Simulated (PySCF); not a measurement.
# Magnetisability: [S3]2-, charge -2

Geometry (Å), atoms numbered from 1 in this order:
```xyz
3

S     0.7136   -0.1591    1.5641
S    -0.4055    0.6303    0.0680
S    -0.3081   -0.4712   -1.6321
```

Total charge -2.

The calculation used GIAO KT3/def2-SVP magnetisability, rotational g tensor and spin-rotation constants, non-relativistic, gas phase in PySCF 2.14.0. Geometry: GFN2-xTB.

For an ion the centre-of-mass motion in the field is neglected. The highest occupied orbital is unbound at this level, so the values depend on the basis.

**Question.** What are the magnetisability and the molar susceptibility?

**Answer.** Isotropic -1041 × 10⁻³⁰ J/T², or -62.7 × 10⁻⁶ cm³/mol; principal values -1245, -1062, -815 × 10⁻³⁰ J/T², anisotropy 374 × 10⁻³⁰ J/T² (root of half the summed squared differences of the principal values). The susceptibility is in cgs units.

**Question.** Split it along the inertial axes a, b, c into diamagnetic and paramagnetic parts about the centre of mass, with the quadrupole moment.

**Answer.** 
| axis | χ (10⁻⁶ cm³/mol) | diamagnetic (10⁻⁶ cm³/mol) | paramagnetic (10⁻⁶ cm³/mol) | summed x² of all electrons (Å²) | quadrupole Θ (D Å) |
| --- | --- | --- | --- | --- | --- |
| a | -75.0 | -141.6 | 66.6 | 105.4 | -22.46 |
| b | -64.0 | -488.7 | 424.8 | 23.6 | +10.34 |
| c | -49.1 | -547.5 | 498.4 | 9.8 | +12.12 |

Anisotropies 2χaa − χbb − χcc = -36.9 and 2χbb − χaa − χcc = -3.8 × 10⁻⁶ cm³/mol. Θ is traceless in Buckingham's convention.

**Question.** And the rotational g tensor?

**Answer.** 
| axis | rotational constant (GHz) | g | nuclear part | electronic part |
| --- | --- | --- | --- | --- |
| a | 18.6078 | -0.0785 | 0.5041 | -0.5826 |
| b | 2.7835 | -0.0514 | 0.5041 | -0.5555 |
| c | 2.4213 | -0.0628 | 0.5041 | -0.5669 |

Asymmetric top; isotopes 32S; no vibrational averaging.
